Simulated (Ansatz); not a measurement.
**AlNH3− (SMILES [NH-][AlH2]): one structure at several levels**

One table from this session's results is given with a row withheld; the runs are named, their logs left out.

Method: single points in def2-TZVPPD; program: Ansatz 0.2.0, Gaussian basis.

Correlated methods freeze the cores. B3LYP uses VWN-RPA correlation.

**The starting structure**

SMILES `[NH-][AlH2]`, 5 atoms, charge -1, spin multiplicity 1.

Atoms are counted from 1 here; the program's logs count them from 0.

Bond lengths: N1–Al2 1.762 Å, N1–H3 0.954 Å, Al2–H4 1.563 Å, Al2–H5 1.705 Å. Angles: Al2–N1–H3 107.6°, N1–Al2–H4 131.6°, N1–Al2–H5 131.1°, H4–Al2–H5 97.2°.

As a file:

| atom | x (Å) | y (Å) | z (Å) |
| --- | --- | --- | --- |
| N1 | 0.2291 | -0.7932 | 1.1591 |
| Al2 | -0.2251 | 0.2550 | -0.1824 |
| H3 | 0.9894 | -1.2995 | 0.8856 |
| H4 | -1.2138 | 0.0458 | -1.3744 |
| H5 | 0.2495 | 1.8453 | -0.5737 |

The first run:

run/in.yaml reads:

```yaml
crystal:
  periodic: [false, false, false]
  atoms:
    - {symbol: N, position_ang: [0.229100, -0.793200, 1.159100]}
    - {symbol: Al, position_ang: [-0.225100, 0.255000, -0.182400]}
    - {symbol: H, position_ang: [0.989400, -1.299500, 0.885600]}
    - {symbol: H, position_ang: [-1.213800, 0.045800, -1.374400]}
    - {symbol: H, position_ang: [0.249500, 1.845300, -0.573700]}
basis:
  gaussian: {orbitals: "def2-TZVPPD.json"}
total_charge: -1
correlation: {method: ccsd_t}
output: {forces: true}
```

The basis file named in the input lies beside it (Basis Set Exchange, JSON).

No record of the launch command was kept for these runs.

Steps of the session up to this table: CCSD(T)/def2-TZVPPD; PBE0-D4/def2-TZVPPD; wB97M-V/def2-TZVPPD; r2SCAN-D4/def2-TZVPPD; PBE-D4/def2-TZVPPD; B3LYP-D4/def2-TZVPPD; LC-wPBE/def2-TZVPPD.

One table of the session follows, with a row left open; its other results are not shown here.

| method | RMS force component (eV/Å) | angle to CCSD(T) forces (°) |
| --- | --- | --- |
| CCSD(T) | 1.437 | reference |
| PBE0-D4 | 1.446 | 5.5 |
| wB97M-V | 1.425 | 5.3 |
| r2SCAN-D4 | 1.443 | 4.1 |
| PBE-D4 | 1.516 | 3.2 |
| B3LYP-D4 | ? | ? |
| LC-wPBE | 1.451 | 9.0 |

**Question.** Estimate the row for B3LYP-D4.

As computed: RMS force component (eV/Å): 1.417; angle to CCSD(T) forces (°): 4.0. In the column «RMS force component (eV/Å)» it is the lowest.

Limits of these values: The anion's highest level is positive in at least one run, so there the basis alone may hold the extra electron.
